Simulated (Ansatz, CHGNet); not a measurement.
Ladder of methods for the lattice parameter a of graphite

Reference value: 2.461 Å (measured, 300 K, not corrected to a static lattice, our sources range from 2.456 to 2.461; as tabulated in Wikipedia's data pages).

```tsv
level (code)	value (Å)
CHGNet-r²SCAN	2.456
LDA (Ansatz)	…
PBE (Ansatz)	…
RPBE (Ansatz)	2.477
PBE-D3(BJ) (Ansatz)	2.465
PBE-D4 (Ansatz)	2.460
r²SCAN (Ansatz)	2.456
HSE06-D3(BJ) (Ansatz)	2.449
```

Question: What belongs in the gaps?

Answer: 
- LDA (Ansatz, an electronic-structure program), value (Å): 2.445
- PBE (Ansatz), value (Å): 2.467

Differences against the reference: CHGNet-r²SCAN -0.20 %, LDA -0.65 %, PBE +0.24 %, RPBE +0.65 %, PBE-D3(BJ) +0.16 %, PBE-D4 -0.04 %, r²SCAN -0.20 %, HSE06-D3(BJ) -0.49 %.

The reference is not for a static lattice or low temperature, so close values are not ranked against it.

The measured value isn't corrected to a static lattice, so vibrations enter the comparison.  LDA: LDA has no dispersion term either, though it tends to give short spacings of layers, chains or molecules. PBE, RPBE: for a layered or molecular solid the relaxed cell lies over 5 % above the published volume, where the minimum can be shallow. PBE, RPBE, r²SCAN: the cell comes from a level without a dispersion term, which matters for the spacing of layers, chains or molecules. Cutoffs and k meshes differ between the levels. Ansatz's density-functional and Hartree–Fock values are scalar-relativistic unless marked +SOC, with PAW data made under PBE.

Machine-learned potentials (CHGNet-r²SCAN) are trained on DFT data: a solid inside that data is no test of them.

Differences are worked out from the printed values.
